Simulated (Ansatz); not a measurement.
Task: harmonic frequencies at the relaxed geometry of H3Si, SMILES [SiH3], with the Python package of Ansatz (0.2.0). Give the script and its output. Settings (for the species named): B3LYP, cc-pVDZ basis, multiplicity 2.

`h3si.xyz`
```text
4

Si    0.20656   -0.01890   -0.11509
H     0.58711    0.66178    1.10564
H    -0.19496   -1.40159    0.04339
H    -0.59871    0.75871   -1.03394
```

The script, `freq.py`:
```python
"""Harmonic frequencies of H3Si at its relaxed geometry."""

from dataclasses import dataclass
import itertools

import ansatz as az
from ase.data import atomic_numbers, covalent_radii
import numpy as np


@dataclass
class Settings:
    basis: str = "cc-pVDZ"
    xc: str = "B3LYP"


settings = Settings()

h3si = az.Crystal.molecule_from_extxyz("h3si.xyz")

setup = h3si.calculation().basis(gaussian=settings.basis).functional(settings.xc).spin("collinear", total=1)
symbols = [site.symbol for site in h3si.cartesian_sites]
start = np.array([site.position_ang for site in h3si.cartesian_sites], dtype=float)
summary = setup.relax(force_tolerance=0.003).run().report
end = np.array(summary["positions_ang"])

# pairs closer than 1.2 times the sum of covalent radii, before or after
radius = [covalent_radii[atomic_numbers[s]] for s in symbols]
span = lambda where, i, j: np.linalg.norm(where[i] - where[j])
bonded = [(i, j) for i, j in itertools.combinations(range(len(symbols)), 2) if min(span(start, i, j), span(end, i, j)) < 1.2 * (radius[i] + radius[j])]
print("pair        before    after (A)")
for i, j in bonded:
    print(f"{symbols[i]}{i}-{symbols[j]}{j}".ljust(10), f"{span(start, i, j):8.4f} {span(end, i, j):8.4f}")

# same settings at the minimum
minimum = az.Crystal.molecule()
for symbol, place in zip(symbols, end):
    minimum = minimum.atom(symbol, place.tolist())
vibrating = (
    minimum.calculation()
    .basis(gaussian=settings.basis)
    .functional(settings.xc)
    .spin("collinear", total=1)
    .phonons(temperatures=(100, 500, 100))
)
vib = vibrating.run().report["vibrations"]
sums = vib["harmonic_sums"]
modes = [m["omega_inv_cm"] for m in sums["modes_at_gamma"] if m["rigid_motion"] == "no"]
print("frequencies (1/cm):", " ".join(f"{w:.0f}" for w in modes))
print("imaginary modes:", sum(w < 0 for w in modes), " zero-point energy:", round(sums["zero_point_energy_ev"], 4), "eV")
print("T (K)   F_vib (eV)   S_vib (meV/K)   C_vib (meV/K)")
for row in zip(sums["temperatures_k"], sums["vibrational_free_energy_ev"], vib["entropy_ev_per_k"], vib["heat_capacity_ev_per_k"]):
    print(f"{row[0]:6.1f} {row[1]:11.4f} {1000 * row[2]:13.4f} {1000 * row[3]:15.4f}")
```

```console
$ python freq.py
pair        before    after (A)
Si0-H1       1.4486   1.4974
Si0-H2       1.4485   1.4974
Si0-H3       1.4482   1.4975
frequencies (1/cm): 756 925 925 2160 2204 2204
imaginary modes: 0  zero-point energy: 0.5687 eV
T (K)   F_vib (eV)   S_vib (meV/K)   C_vib (meV/K)
 100.0      0.5687        0.0000          0.0002
 200.0      0.5686        0.0041          0.0210
 300.0      0.5674        0.0221          0.0737
 400.0      0.5638        0.0509          0.1279
 500.0      0.5571        0.0847          0.1764
```

Caveats:
- These settings explore the input space; basis and method may be short of convergence.
- The frequencies are harmonic and unscaled, in a modest basis. The result belongs to the one conformer reached from this start, and soft torsions count as harmonic oscillators.
- The species is open-shell (spin multiplicity 2).
- b3lyp holds the VWN-RPA fit, as in Gaussian; the form of ORCA and Turbomole is b3lyp5.
- The whole script took 12 s on 1 thread of Arm Neoverse V1, on a shared host, peak memory 0.17 GiB.

(Lines on the test bed's own set-up are left out of the output.)
